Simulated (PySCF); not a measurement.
# P2H2 (phosphanylidenephosphane) at B3LYP/STO-3G

What is the vertical ionisation energy of P2H2 (phosphanylidenephosphane) at B3LYP/STO-3G? Input form: a Python script.

Program for the calculation: PySCF 2.14.0.

8 further runs of the same task are left out: 8 set aside as unsound or not needed.

### Step 1. The structure to begin with

The species is P2H2 (4 atoms), meant as a singlet with charge 0. SMILES: `[H]/P=P/[H]`. The shape is that of a GFN2-xTB optimisation.

Bond lengths: P1–P2 2.016 Å, P1–H3 1.403 Å, P2–H4 1.403 Å. Angles: P1–P2–H4 94.8°, P2–P1–H3 94.8°.

### Step 2. A single-point energy at B3LYP/STO-3G

Input file job.py:

```python
from pyscf import gto, dft

molecule = gto.Mole()
molecule.atom = 'P -0.024370 -1.003630 0.088350; P 0.024420 1.003540 -0.088260; H 1.037260 -1.067570 1.003320; H -1.037310 1.067660 -1.003410'
molecule.max_memory = 1860
molecule.verbose = 4
molecule.basis = 'sto-3g'
molecule.build()

mf = dft.RKS(molecule, xc='b3lyp')
mf.grids.level = 5
mf.conv_tol = 1e-10
mf.kernel()
if not mf.converged:
    mf = mf.newton().run(mf.mo_coeff, mf.mo_occ)

e_tot = mf.e_tot
print('E(%s) = %.9f' % ('B3LYP', e_tot))
```

Run with:

```sh
$ OMP_NUM_THREADS=1 python job.py
```

Standard output:

```text
PySCF version 2.14.0

[INPUT] num. atoms = 4
[INPUT] num. electrons = 32
[INPUT] charge = 0
[INPUT] spin (= nelec alpha-beta = 2S) = 0
[INPUT] symmetry False subgroup None
[INPUT] Mole.unit = angstrom
[INPUT] Symbol           X                Y                Z      unit          X                Y                Z       unit  Magmom
[INPUT]  1 P     -0.024370000000  -1.003630000000   0.088350000000 AA   -0.046052625656  -1.896585830397   0.166957303105 Bohr   0.0
[INPUT]  2 P      0.024420000000   1.003540000000  -0.088260000000 AA    0.046147111962   1.896415755046  -0.166787227754 Bohr   0.0
[INPUT]  3 H      1.037260000000  -1.067570000000   1.003320000000 AA    1.960137319966  -2.017414918802   1.896000015299 Bohr   0.0
[INPUT]  4 H     -1.037310000000   1.067660000000  -1.003410000000 AA   -1.960231806273   2.017584994153  -1.896170090650 Bohr   0.0

nuclear repulsion = 76.759456531844
number of shells = 12
number of NR pGTOs = 60
number of NR cGTOs = 20
basis = sto-3g
ecp = {}

******** <class 'pyscf.dft.rks.RKS'> ********
method = RKS
initial guess = minao
damping factor = 0
level_shift factor = 0
DIIS = <class 'pyscf.scf.diis.CDIIS'>
diis_start_cycle = 1
diis_space = 8
diis_damp = 0
SCF conv_tol = 1e-10
SCF conv_tol_grad = None
SCF max_cycles = 50
direct_scf = True
direct_scf_tol = 1e-13
XC library pyscf.dft.libxc version 7.0.0
    S. Lehtola, C. Steigemann, M. J.T. Oliveira, and M. A.L. Marques.,  SoftwareX 7, 1–5 (2018)
XC functionals = b3lyp
    P. J. Stephens, F. J. Devlin, C. F. Chabalowski, and M. J. Frisch.,  J. Phys. Chem. 98, 11623 (1994)
radial grids:
    Treutler-Ahlrichs [JCP 102, 346 (1995); DOI:10.1063/1.469408] (M4) radial grids

becke partition: Becke, JCP 88, 2547 (1988); DOI:10.1063/1.454033
pruning grids: <function nwchem_prune>
grids dens level: 5
symmetrized grids: False
atomic radii adjust function: <function treutler_atomic_radii_adjust>
small_rho_cutoff = 0
Set gradient conv threshold to 1e-05
Initial guess from minao.
tot grids = 134256
init E= -675.824447801001
  HOMO = -0.227796440400288  LUMO = -0.0796663979981714  gap/eV = 4.03082
cycle= 1 E= -676.12645543674  delta_E= -0.302  |g|= 0.0615  |ddm|= 2.63
  HOMO = -0.125838175178958  LUMO = 0.0454504099952566  gap/eV = 4.66100
cycle= 2 E= -676.128603718018  delta_E= -0.00215  |g|= 0.0194  |ddm|= 0.236
  HOMO = -0.131602976807187  LUMO = 0.0407853838150015  gap/eV = 4.69093
cycle= 3 E= -676.128790762515  delta_E= -0.000187  |g|= 0.00396  |ddm|= 0.0536
  HOMO = -0.130808241874774  LUMO = 0.04214191732587  gap/eV = 4.70621
cycle= 4 E= -676.128798670149  delta_E= -7.91e-06  |g|= 0.000249  |ddm|= 0.00948
  HOMO = -0.130811051978877  LUMO = 0.0421354672305766  gap/eV = 4.70611
cycle= 5 E= -676.128798593886  delta_E= 7.63e-08  |g|= 0.000488  |ddm|= 0.00132
  HOMO = -0.130811474858832  LUMO = 0.0421345773700221  gap/eV = 4.70610
cycle= 6 E= -676.12879870004  delta_E= -1.06e-07  |g|= 7.53e-06  |ddm|= 0.000881
  HOMO = -0.130811261092037  LUMO = 0.0421349156323826  gap/eV = 4.70611
cycle= 7 E= -676.12879870007  delta_E= -3.04e-11  |g|= 2.05e-07  |ddm|= 1.76e-05
  HOMO = -0.130811297647487  LUMO = 0.0421348535000453  gap/eV = 4.70610
Extra cycle  E= -676.128798700069  delta_E= 1.02e-12  |g|= 1.63e-07  |ddm|= 9.39e-07
converged SCF energy = -676.128798700069
E(B3LYP) = -676.128798700
```

It took 1.2 s on 1 thread of AMD EPYC 9R45 (Zen 5), shared host; peak memory 0.2 GiB.

### Step 3. The doublet cation

Input file job.py:

```python
from pyscf import gto, dft

mol = gto.M(
    atom='''
P     -0.046053    -1.896586     0.166957
P      0.046147     1.896416    -0.166787
H      1.960137    -2.017415     1.896000
H     -1.960232     2.017585    -1.896170
''',
    unit='bohr',
    basis='sto-3g',
    spin=1,
    verbose=3,
    max_memory=1860,
    charge=1,
)

mf = dft.UKS(mol)
mf.xc = 'b3lyp'
mf.grids.level = 5
mf.conv_tol = 1e-10
mf.kernel()
if not mf.converged:
    mf = mf.newton().run(mf.mo_coeff, mf.mo_occ)

e_final = mf.e_tot
print('Final energy', e_final)
```

Run with:

```sh
$ OMP_NUM_THREADS=1 python job.py
```

Standard output:

```text
WARN: HOMO -0.227796409474797 >= LUMO -0.227796409474796

converged SCF energy = -675.85922591787  <S^2> = 0.75063823  2S+1 = 2.0006381
Final energy -675.8592259178699
```

It took 2.4 s on 1 thread of AMD EPYC 9R45 (Zen 5), shared host; peak memory 0.21 GiB.

### Step 4. Summary of results

Level: B3LYP/STO-3G.

| quantity | value |
| --- | --- |
| singlet P2H2: total energy | -676.12880 Eh |
| singlet P2H2: dipole moment | 0.00 D |
| singlet P2H2: HOMO energy | -3.56 eV |
| singlet P2H2: LUMO energy | 1.15 eV |
| singlet P2H2: HOMO–LUMO gap | 4.71 eV |
| doublet cation: total energy | -675.85923 Eh |
| doublet cation: HOMO energy (highest over α and β) | -11.77 eV |
| doublet cation: LUMO energy (lowest over α and β) | -10.64 eV |
| doublet cation: ⟨S²⟩ | 0.751 |
| vertical ionisation energy (to the doublet cation) | 7.335 eV |

**Reading.** The vertical ionisation energy comes to 7.34 eV (708 kJ/mol). −ε(HOMO) before ionisation, 3.56 eV, is 3.78 eV below this ionisation energy. In a minimal basis such a difference can be off by several eV, whatever the method.
